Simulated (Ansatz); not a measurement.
# AlBH₂+ (doublet): the correlation ladder, cc-pVDZ

One table from this session's results is given with a row withheld; the runs are named, their logs left out.

Program: Ansatz 0.2.0, Gaussian basis. Level of theory: cc-pVDZ, core rule «outside noble gas», up to 6 orbitals frozen. These are calculated values, not measurements.

Plan: UHF; CCSD(T) on ROHF; CCSD(T) on UHF; BCCD(T) on ROHF; CISD; CCSDT(Q) on ROHF; CCSDT(Q) on UHF; CISDTQ; CCSDTQ on ROHF; CCSDTQ on UHF.

9 further runs of the same task are left out: 3 for a known fault of the program, 6 set aside as unsound or not needed.

**What is computed**

The geometry is a PBE0/def2-TZVP stationary point (not a proven minimum) of the parent state, kept for this charge and spin.

4 atoms, charge 1, spin multiplicity 2.

Atoms are counted from 1 here; the program's logs count them from 0.

Bond lengths: B1–Al2 1.909 Å, B1–H3 1.183 Å, Al2–H4 1.571 Å. Angles: Al2–B1–H3 180.0°, B1–Al2–H4 180.0°.

The first run:

in.yaml reads:

```yaml
crystal:
  periodic: [false, false, false]
  atoms:
    - {symbol: B, position_ang: [0.000000, 0.000000, 1.051329]}
    - {symbol: Al, position_ang: [0.000000, 0.000000, -0.857484]}
    - {symbol: H, position_ang: [0.000000, 0.000000, 2.234417]}
    - {symbol: H, position_ang: [0.000000, 0.000000, -2.428262]}
basis:
  gaussian: {orbitals: cc-pVDZ}
total_charge: 1
magnetization: {spin_polarized: true, initial_magnetization: 1}
hamiltonian: {xc: hf}
output: {orbitals: {seedname: orbitals}}
```

Run with:

```console
$ ansatz run in.yaml --threads 1 --pin off --events-out ev --progress --plain --max-ram 2816MiB --backend cpu
```

Among the steps run: UHF; CCSD(T) on ROHF; CCSD(T) on UHF; BCCD(T) on ROHF; CISD; CCSDT(Q) on ROHF; CCSDT(Q) on UHF; CISDTQ; CCSDTQ on ROHF; CCSDTQ on UHF.

One of the session's tables, all rows but one given; the rest of the session is left out.

It belongs to the step «Misses and costs». 

```
   method  from UCCSDTQ (kJ/mol)
     ROHF                 +348.2
      UHF                 +341.7
     RMP2                  +88.5
     UMP2                  +88.7
     CISD                  +25.2
    RCCSD                      ?
    UCCSD                   +9.3
 RCCSD(T)                   +2.6
 UCCSD(T)                   +2.5
  BCCD(T)                   +2.5
   RCCSDT                   +0.3
   UCCSDT                   +0.3
   CISDTQ                   +0.7
RCCSDT(Q)                   +0.1
UCCSDT(Q)                   +0.1
  RCCSDTQ                    0.0
  UCCSDTQ                      0
```

Q: Estimate the row for RCCSD from the others.

**Answer.** from UCCSDTQ (kJ/mol): +9.4. In the column «from UCCSDTQ (kJ/mol)» it lies between UCCSD (+9.3) and CISD (+25.2).

Caveats from the session: Restricted and unrestricted rows rest on different reference determinants; where their highest levels disagree by more than a few hundredths of an eV, they describe different states and don't form one ladder.
